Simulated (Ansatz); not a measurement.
## Ansatz (development build ahead of 0.2.0) run

```yaml
crystal:
  periodic: [false, false, false]
  atoms:
    - { symbol: B, position_ang: [0.02135, -0.03155, -0.87531] }
    - { symbol: "N", position_ang: [-0.00756, -0.01028, 0.75343] }
    - { symbol: H, position_ang: [0.05915, -1.15257, -1.20313] }
    - { symbol: H, position_ang: [-1.05576, 0.54541, -1.29207] }
    - { symbol: H, position_ang: [0.95547, 0.54471, -1.21983] }
    - { symbol: H, position_ang: [0.06267, 0.94961, 1.11832] }
    - { symbol: H, position_ang: [-0.89323, -0.51507, 1.08139] }
    - { symbol: H, position_ang: [0.80557, -0.45205, 1.04734] }
basis:
  gaussian: { orbitals: def2-SVP }
hamiltonian:
  xc: hf
correlation:
  method: mp2
  frozen_orbitals: { B: 1, H: 0, "N": 1 }
```

The input is written out in the form of the current development build from the run's settings.

Results

| Quantity | Value |
| --- | --- |
| Converged | yes |
| Reference energy | -82.54714 hartree |
| Correlation energy | -0.29867 hartree |
| Total energy | -82.84581 hartree |
| Spin squared of the determinant | 0.000 |
